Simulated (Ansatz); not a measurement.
A nudged elastic band was laid between two geometries of C3H5NS (10 atoms, charge 0, multiplicity 1).

The calculation used RKS B3LYP-D4/def2-mTZVP (Ansatz).

- movable images: 1
- climbing image: yes
- spring: 5.0 eV/Å²
- optimiser: quadratic models (default)
- start path: IDPP
- force threshold: 0.03 eV/Å
- iteration limit: 60
- end points: relaxed

First end point:

```xyz
10
Properties=species:S:1:pos:R:3
C -0.456 -0.874 0.480
C 0.123 0.233 -0.403
S 1.787 0.839 0.182
C -0.758 1.392 -0.452
N -1.470 2.298 -0.475
H -0.570 -0.529 1.506
H 0.209 -1.738 0.478
H -1.431 -1.189 0.104
H 0.249 -0.126 -1.425
H 2.400 -0.357 0.008
```

Last end point:

```xyz
10
Properties=species:S:1:pos:R:3
C -0.605 -0.922 0.619
C 0.175 -0.013 -0.334
S 1.864 0.277 0.387
C -0.513 1.250 -0.562
N -1.060 2.247 -0.750
H -0.730 -0.451 1.593
H -0.073 -1.864 0.749
H -1.593 -1.134 0.209
H 0.300 -0.511 -1.296
H 2.319 1.070 -0.612
```

What changes between the two ends?

No bond is made or broken. The dihedral H9–C2–S3–H10 goes from -59 to 61°.

What energy profile does the band end with?

It converged. The highest image is number 1 of 0 to 2, 0.032 eV above the first end and 0.079 eV above the last; the last end lies 0.046 eV below the first. Another band between the same ends (9 images) ends at a top of the same energy, where a vibrational analysis finds 1 clearly imaginary mode. So few images can step over the top or miss a turn of the path.

| image | path coordinate (Å) | energy (eV) | dihedral H9–C2–S3–H10 (°) |
| --- | --- | --- | --- |
| 0 | 0.00 | 0.000 | -59 |
| 1 | 0.92 | 0.032 | -8 |
| 2 | 2.10 | -0.046 | 61 |

What is the geometry of the highest image?


```xyz
10
Properties=species:S:1:pos:R:3
C -0.584 -0.854 0.585
C 0.156 0.138 -0.314
S 1.801 0.644 0.417
C -0.639 1.335 -0.563
N -1.286 2.272 -0.743
H -0.766 -0.424 1.569
H 0.014 -1.755 0.708
H -1.546 -1.122 0.143
H 0.371 -0.320 -1.279
H 2.561 0.035 -0.521
```

Run time: 16 s on 2 threads of AMD EPYC 9R14 (Zen 4), with other jobs on the host, peak memory 0.25 GiB.
